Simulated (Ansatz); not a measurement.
Below is the output of a Python script on Ansatz 0.2.0 through its Python package that makes harmonic frequencies at the relaxed geometry of C4H4S, SMILES CC#CC=S. Write a script that gives it. Level of theory (for the species named): B3LYP, def2-SVP basis, multiplicity 1, D3BJ dispersion.

```xyz
9

C    -0.1135   -1.4470   -1.1781
C    -0.0416   -0.3247   -0.2122
C     0.0310    0.5739    0.5716
C     0.2601    1.6436    1.5479
S     0.2136    3.1853    0.9565
H    -1.1947   -1.4773   -1.5414
H     0.1605   -2.3577   -0.7476
H     0.5146   -1.1978   -2.0656
H     0.2584    1.3554    2.6518
```

Output of `python freq_c4h4s.py`:
```text
pair        before    after (A)
C0-C1        1.4825   1.4533
C0-H5        1.1410   1.1030
C0-H6        1.0439   1.1018
C0-H7        1.1155   1.1029
C1-C2        1.1946   1.2193
C2-C3        1.4663   1.4128
C3-S4        1.6519   1.6371
C3-H8        1.1409   1.1034
final angle C1-C0-H5: 110.59 deg
final angle C1-C0-H6: 111.79 deg
final angle C1-C0-H7: 110.63 deg
final angle C0-C1-C2: 178.92 deg
final angle H5-C0-H6: 108.16 deg
final angle H5-C0-H7: 107.31 deg
final angle H6-C0-H7: 108.21 deg
final angle C1-C2-C3: 178.99 deg
final angle C2-C3-S4: 125.38 deg
final angle C2-C3-H8: 114.75 deg
final angle S4-C3-H8: 119.86 deg
mode  1      20.7 1/cm     2.56 meV
mode  2     117.7 1/cm    14.60 meV
mode  3     195.7 1/cm    24.26 meV
mode  4     308.7 1/cm    38.27 meV
mode  5     426.9 1/cm    52.93 meV
mode  6     496.6 1/cm    61.57 meV
mode  7     769.3 1/cm    95.38 meV
mode  8     860.1 1/cm   106.64 meV
mode  9    1021.1 1/cm   126.60 meV
mode 10    1025.6 1/cm   127.16 meV
mode 11    1036.8 1/cm   128.54 meV
mode 12    1223.5 1/cm   151.69 meV
mode 13    1365.2 1/cm   169.26 meV
mode 14    1394.7 1/cm   172.92 meV
mode 15    1437.2 1/cm   178.19 meV
mode 16    1440.5 1/cm   178.59 meV
mode 17    2310.5 1/cm   286.46 meV
mode 18    3022.6 1/cm   374.76 meV
mode 19    3066.7 1/cm   380.22 meV
mode 20    3099.1 1/cm   384.24 meV
mode 21    3108.4 1/cm   385.39 meV
imaginary modes: 0  zero-point energy: 1.7201 eV
H(298 K) - E = 1.9149 eV
S(298 K, 1 bar) = 338.7 J/(mol K) with symmetry number 1
```

The script that was run (others could print the same):

`freq_c4h4s.py`
```python
"""Harmonic frequencies of C4H4S at its relaxed geometry."""

import itertools

import ansatz as az
from ase import Atoms
from ase.data import atomic_numbers, covalent_radii
from ase.thermochemistry import IdealGasThermo
import numpy as np

geometry_ang = [
    ("C", [-0.1135, -1.447, -1.1781]),
    ("C", [-0.0416, -0.3247, -0.2122]),
    ("C", [0.031, 0.5739, 0.5716]),
    ("C", [0.2601, 1.6436, 1.5479]),
    ("S", [0.2136, 3.1853, 0.9565]),
    ("H", [-1.1947, -1.4773, -1.5414]),
    ("H", [0.1605, -2.3577, -0.7476]),
    ("H", [0.5146, -1.1978, -2.0656]),
    ("H", [0.2584, 1.3554, 2.6518]),
]
molecule = az.Crystal.molecule()
for symbol, xyz in geometry_ang:
    molecule = molecule.atom(symbol, xyz)

calculation = (
    molecule.calculation()
    .basis(gaussian="def2-SVP")
    .functional("b3lyp", dispersion="d3bj")
)
symbols = [site.symbol for site in molecule.cartesian_sites]
start = np.array([site.position_ang for site in molecule.cartesian_sites], dtype=float)
summary = calculation.relax(force_tolerance=0.003, max_steps=100).run(threads=1).report
end = np.array(summary["positions_ang"])

# pairs closer than 1.2 times the sum of covalent radii, before or after
radius = [covalent_radii[atomic_numbers[s]] for s in symbols]
span = lambda where, i, j: np.linalg.norm(where[i] - where[j])
bonded = [(i, j) for i, j in itertools.combinations(range(len(symbols)), 2) if min(span(start, i, j), span(end, i, j)) < 1.2 * (radius[i] + radius[j])]
print("pair        before    after (A)")
for i, j in bonded:
    print(f"{symbols[i]}{i}-{symbols[j]}{j}".ljust(10), f"{span(start, i, j):8.4f} {span(end, i, j):8.4f}")
for first, second in list(itertools.combinations(bonded, 2)):
    shared = set(first) & set(second)
    if shared and symbols[(j := shared.pop())] != "H":
        i, k = sorted((set(first) | set(second)) - {j})
        u, v = end[i] - end[j], end[k] - end[j]
        angle = np.degrees(np.arccos(np.clip(u @ v / np.linalg.norm(u) / np.linalg.norm(v), -1, 1)))
        print(f"final angle {symbols[i]}{i}-{symbols[j]}{j}-{symbols[k]}{k}: {angle:.2f} deg")

# same settings at the minimum
minimum = az.Crystal.molecule()
for symbol, place in zip(symbols, end):
    minimum = minimum.atom(symbol, place.tolist())
vibrating = (
    minimum.calculation()
    .basis(gaussian="def2-SVP")
    .functional("b3lyp", dispersion="d3bj")
    .phonons(temperatures=(298.15, 498.15, 100))
)
vib = vibrating.run(threads=1).report["vibrations"]
sums = vib["harmonic_sums"]
modes = [m["omega_inv_cm"] for m in sums["modes_at_gamma"] if m["rigid_motion"] == "no"]
for number, w in enumerate(modes, start=1):
    print(f"mode {number:2d} {w:9.1f} 1/cm {w / 8065.544 * 1000:8.2f} meV")
print("imaginary modes:", sum(w < 0 for w in modes), " zero-point energy:", round(sums["zero_point_energy_ev"], 4), "eV")
# rigid rotor and ideal gas, symmetry number taken as one
gas = IdealGasThermo(vib_energies=[w / 8065.544 for w in modes if w > 0], geometry="linear" if len(modes) == 3 * len(symbols) - 5 else "nonlinear",
                     atoms=Atoms(symbols, positions=end), symmetrynumber=1, spin=0.0)
print(f"H(298 K) - E = {gas.get_enthalpy(298.15, verbose=False):.4f} eV")
print(f"S(298 K, 1 bar) = {96485.33 * gas.get_entropy(298.15, 1e5, verbose=False):.1f} J/(mol K) with symmetry number 1")
```

The frequencies are harmonic and unscaled, in a modest basis. b3lyp holds the VWN-RPA fit, as in Gaussian; the form of ORCA and Turbomole is b3lyp5. The result belongs to the one conformer reached from this start, and soft torsions count as harmonic oscillators. The entropy takes a symmetry number of 1; a symmetric molecule's is lower by R ln(sigma). Run time: 4.2 min on 1 thread of Arm Neoverse V2, on a shared host, peak memory 0.33 GiB.
